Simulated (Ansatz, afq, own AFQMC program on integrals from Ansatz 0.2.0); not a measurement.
## HCl + S, triplet in cc-pVTZ along one coordinate

```xyz
3

Cl    0.0000    0.0000   -1.4219
H     0.0000    0.0000   -0.1431
S     0.0000    0.0000    1.5651
```

A hydrogen atom is moved from one rigid fragment to the other; the Cl1–H2 distance tells how far. The two fragments are held close together, so this isn't a minimum-energy path and the start is a compressed complex. Energies in kcal/mol count from this geometry (1.279 Å) at the same level; the start stands on UHF, each point on the determinant named.

Basis cc-pVTZ. Only valence electrons are correlated. AFQMC by an in-house program on the Cholesky factors that Ansatz 0.2.0 writes for its CCSD(T) run. ph-AFQMC/CISD is guided by a CISD state made of CCSD amplitudes; releasing the constraint for a short imaginary time cuts its bias at the price of noise, slowly where states lie close. Error bars are statistical, one sigma.

Cautions, each for one point or more: lower spins were not checked; the ph-AFQMC/CISD walk drifts between its halves; the search met a lower determinant of the same kind, perhaps of another symmetry; unrestricted determinant slightly spin contaminated.

```
r(Cl1–H2) / Å  det.     T1  weight  ⟨S²⟩  PBE0  B3LYP  CCSD(T)
        1.373   UHF  0.013    0.85  2.03   0.3    0.1      2.1
        1.466   UHF  0.015    0.85  2.05   2.8    2.0      5.7
        1.513   UHF  0.016    0.85  2.05   4.3    3.2      7.5
        1.607   UHF  0.017    0.85  2.04   7.5    6.1     10.6
```

Problem. Estimate the curve of CCSDT(Q), counted from the same start.

Solution. 
```json
{"r(Cl1–H2) / Å": "1.373", "det.": "UHF", "T1": "0.013", "weight": "0.85", "⟨S²⟩": "2.03", "CCSDT(Q)": "2.0", "ph-AFQMC/CISD": "1.9 ± 0.2"}
{"r(Cl1–H2) / Å": "1.466", "det.": "UHF", "T1": "0.015", "weight": "0.85", "⟨S²⟩": "2.05", "CCSDT(Q)": "5.6", "ph-AFQMC/CISD": "5.7 ± 0.2"}
{"r(Cl1–H2) / Å": "1.513", "det.": "UHF", "T1": "0.016", "weight": "0.85", "⟨S²⟩": "2.05", "CCSDT(Q)": "7.3", "ph-AFQMC/CISD": "7.5 ± 0.2"}
{"r(Cl1–H2) / Å": "1.607", "det.": "UHF", "T1": "0.017", "weight": "0.85", "⟨S²⟩": "2.04", "CCSDT(Q)": "10.4", "ph-AFQMC/CISD": "10.6 ± 0.2"}
```

Weight is that of the determinant in the CISD state; at the start T1 is 0.011 and the weight 0.86, and ⟨S²⟩ is 2.02. Largest departures from CCSDT(Q), at the points where its series has closed: CCSD(T) 0.2 kcal/mol at 1.607 (on UHF), ph-AFQMC/CISD 0.2 kcal/mol at 1.513 (on UHF) (within the noise), PBE0 -3.0 kcal/mol at 1.513, B3LYP -4.3 kcal/mol at 1.607. Functionals count only at points shown to share the start's state and spin. In total energy ph-AFQMC/CISD lies 21 ± 6 meV above CCSDT(Q) at the start, so its agreement along the curve rests in part on cancellation.

A walk keeps the symmetry of its determinant, which the program's search chose and which needn't be the lowest solution, so a lower state of the same spin and another symmetry isn't excluded.
